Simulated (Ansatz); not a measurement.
# How far a parabola holds: energy against volume of rock-salt HfN

Rock-salt HfN was calculated with PBEsol (Ansatz, a program for electronic structure, PAW). Settings: plane-wave cutoff 520 eV, 22×22×22 k mesh, Fermi–Dirac smearing 0.05 eV, scalar-relativistic PAW data made under PBE. The cell has no free parameter but its volume, all volumes share cutoff and mesh, and the runs aren't spin-polarised. Energies are free energies at the run's smearing, counted from the lowest row; static lattice.

| V (Å³/atom) | E (meV/atom) |
|---|---|
| 10.943 | 17.42 |
| 11.171 | 4.21 |
| 11.399 | 0.00 |
| 11.627 | 3.89 |
| 11.855 | 15.06 |
| 12.083 | ? |

**Question.** Using a parabola, estimate the missing E at V = 12.083 from the other rows, showing the fit.

**Answer.** With u = V - 11.40, the rows have u = -0.45700, -0.22900, -0.00100, 0.22700, 0.45500. Least squares gives E = -0.009 - 2.054·u + 78.128·u². Residuals (row less fit): 0.173, -0.348, 0.007, 0.339, -0.171; standard error 0.385 (degrees of freedom: 2). The fitted curve has its minimum at V = 11.4, where E = -0.02. Its curvature is d²E/dV² = 2 × 78.128 meV/Å⁶, so B = V0·d²E/dV² × 0.1602 = 286 GPa. At the withheld row, u = 0.68300, so E = -0.009 - 2.054 × 0.68300 + 78.128 × 0.68300² = 35.034 meV/atom. The calculation gives 32.80 meV/atom, 2.234 meV/atom below the prediction (6.8 % of the range of E in the table). The row lies outside the fitted rows, so this is an extrapolation. From the scatter of the fitted rows alone, a prediction at this place has a standard error of 0.910 meV/atom, so the miss is 2.5 times that.

The residuals are curvature that a parabola lacks, not noise. A solid that stiffens under compression and softens on expansion lies above the parabola at the compressed end and under it at the expanded end, as this row does. A third-order Birch-Murnaghan fit to the whole scan has B0 = 284 GPa. Only scans are tabulated whose curvature falls smoothly with volume, and where the parabola meets the shown rows within 5 % of their range and misses the end by 0.1 meV or more.

Measured, for comparison: bulk modulus 260 GPa (room temperature, no zero-point or thermal correction, sources range from 260 to 306; as tabulated in Synthesis of Binary Transition Metal Nitrides, Carbides and Borides from the …). Computed less measured: bulk modulus +9 % (inside the range of the sources held).

Spin–orbit coupling is not included.
